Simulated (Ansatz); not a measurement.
[GeH$_{3}$···H···CH$_{2}$], triplet along the distance Ge1-H5

Starting geometry:

```xyz
8

Ge   -0.5259    0.0000    0.0000
H    -1.0374    1.4466    0.0000
H    -1.0373   -0.7233    1.2528
H    -1.0374   -0.7233   -1.2528
H     1.0084    0.0000    0.0000
C     2.8151    0.0000    0.0000
H     3.2296    0.0000    0.9962
H     3.2296    0.0000   -0.9962
```

From there H5 is moved from one fragment to the other while all else, the fragments' distance too, stays fixed; atoms are numbered as listed. Energies are in kcal/mol, counted from the starting geometry at the same level. Kohn–Sham curves are unrestricted where that lies lower.

Basis cc-pVDZ; Ansatz 0.2.0. Only valence electrons are correlated (noble-gas cores and the filled d shells of p-block atoms frozen). Prefix R: restricted or restricted open-shell reference; prefix U: unrestricted. No spin–orbit coupling is included, and no scalar relativity.

In so small a basis the reference is far from its limit while semilocal and hybrid functionals are nearer theirs (RPA and double hybrids share much of the reference's basis error), so the functionals' errors here hold much of the reference's basis and frozen-core error, which can add to them or hide them.

Full CI isn't at hand for all of this; UCCSDT(Q) serves as the reference, and is uncertain by about the last step of the cluster series.

```tsv
distance Ge1-H5 (Å)	UCCSDT(Q)	PBE	r2SCAN	B97M-V	PBE0	B3LYP	wB97M-V	B2PLYP	RPA-PBE
1.534	0.0	0.0	0.0	0.0	0.0	0.0	0.0	0.0	0.0
1.637	0.1	-2.1	-1.1	-1.3	-1.1	-1.2	-0.3	-0.5	-0.4
1.841	-1.1	-6.5	-4.2	-4.3	-4.0	-4.3	-2.6	-2.6	-2.6
2.046	-12.2	-16.2	-14.4	-13.6	-14.4	-14.7	-14.2	-13.7	-13.8
2.251	-21.0	-22.1	-21.6	-21.2	-22.0	-22.3	-22.9	-22.4	-22.3
```
